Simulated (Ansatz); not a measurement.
**F2H2Si: a nudged elastic band, and a look at its input**

Aim: a nudged elastic band from the structure below. Read the input with care, then see what the program makes of it. The step meant is a 1,1-elimination at charge 0 and multiplicity 1, which changes H2–H3, Si1–H2, Si1–H3.

Method: PBE0-D4/def2-SVP; program: Ansatz 0.2.0, Gaussian basis.

### 1 The structure

```
Si    0.03468   -0.02215   -0.03546
H     0.68764    0.75765   -1.10314
H     0.39832   -1.45094   -0.00804
F    -1.53627    0.09418   -0.21598
F     0.41563    0.62126    1.36272
```

### 2 The run

File run/in.yaml:

```yaml
crystal:
  periodic: [false, false, false]
  atoms:
    - {symbol: Si, position_ang: [0.034679, -0.022147, -0.035464]}
    - {symbol: H, position_ang: [0.687644, 0.757651, -1.103142]}
    - {symbol: H, position_ang: [0.398318, -1.450938, -0.008036]}
    - {symbol: F, position_ang: [-1.536273, 0.094177, -0.215978]}
    - {symbol: F, position_ang: [0.415630, 0.621258, 1.362719]}
basis:
  gaussian: {orbitals: def2-SVP}
hamiltonian: {xc: pbe0, dispersion: d4}
neb:
  images: 5
  climbing: true
  max_iterations: 30
  initial_path: idpp
  spring: 500.0
  final_atoms:
    - {symbol: Si, position_ang: [-0.845258, -0.284205, 1.140221]}
    - {symbol: H, position_ang: [1.159332, -0.159574, -1.383827]}
    - {symbol: H, position_ang: [1.277908, -0.889977, -1.280993]}
    - {symbol: F, position_ang: [-1.732988, 0.414067, 0.003860]}
    - {symbol: F, position_ang: [0.141006, 0.919689, 1.520839]}
```

Launch:

```bash
> ansatz run in.yaml --threads 2 --pin off --events-out ev --progress --plain --max-ram 4352MiB
```

Q: Predict the outcome of this session. Wanted: this run.

The runs gave:

```
quantity          value
this run      converged
   fault  stiff springs
```

What this shows: The spring constant of 500 eV/Å² is a hundred times the default.
